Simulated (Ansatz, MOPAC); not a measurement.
Breaking a bond: H₂S, SMILES S. The S1–H3 bond (S1 also carries H; H3 carries nothing else) is varied alone, starting from the PBE0/def2-TZVP optimised geometry. Each curve is given relative to its own lowest point near equilibrium.

```json
[
 {"R / Å": "0.99", "A": "260.9", "B": "336.8", "C": "332.7"},
 {"R / Å": "1.08", "A": "130.2", "B": "158.7", "C": "153.4"},
 {"R / Å": "1.14", "A": "72.8", "B": "85.8", "C": "80.9"},
 {"R / Å": "1.20", "A": "34.3", "B": "39.4", "C": "35.5"},
 {"R / Å": "1.28", "A": "6.7", "B": "7.6", "C": "5.6"},
 {"R / Å": "1.30", "A": "3.3", "B": "3.8", "C": "2.4"},
 {"R / Å": "1.34", "A": "0.0", "B": "0.0", "C": "0.0"},
 {"R / Å": "1.37", "A": "0.3", "B": "0.1", "C": "1.2"},
 {"R / Å": "1.43", "A": "7.1", "B": "6.5", "C": "10.0"},
 {"R / Å": "1.47", "A": "15.3", "B": "14.3", "C": "19.5"},
 {"R / Å": "1.53", "A": "32.1", "B": "30.0", "C": "38.0"},
 {"R / Å": "1.65", "A": "77.2", "B": "71.0", "C": "84.8"},
 {"R / Å": "1.82", "A": "154.3", "B": "138.9", "C": "161.1"},
 {"R / Å": "2.02", "A": "248.4", "B": "220.4", "C": "221.1"},
 {"R / Å": "2.21", "A": "331.7", "B": "292.2", "C": "249.1"},
 {"R / Å": "2.41", "A": "408.7", "B": "359.2", "C": "263.7"},
 {"R / Å": "2.69", "A": "496.4", "B": "437.5", "C": "272.8"},
 {"R / Å": "2.94", "A": "555.8", "B": "493.8", "C": "276.1"},
 {"R / Å": "3.27", "A": "612.2", "B": "551.8", "C": "278.0"},
 {"R / Å": "3.61", "A": "651.7", "B": "596.4", "C": "278.7"},
 {"R / Å": "4.05", "A": "685.6", "B": "637.1", "C": "279.0"},
 {"R / Å": "4.69", "A": "716.7", "B": "673.4", "C": "279.2"}
]
```

Energies in kJ/mol.

Q: Which curve belongs to which method? The methods are PM6, restricted, heats of formation run with MOPAC; restricted CAM-B3LYP/cc-pVDZ (Ansatz, an electronic-structure program); Ansatz with UHF/cc-pVDZ.

A: A is PM6; B is RKS-CAM-B3LYP; C is UHF.

The unrestricted determinant behind UHF is spin-contaminated at 1.82 to 4.69 Å (<S²> up to 1.0, against 0.00 for a pure singlet). The restricted form behind RKS-CAM-B3LYP, PM6 keeps the bonding electrons paired and can't separate into open-shell fragments.
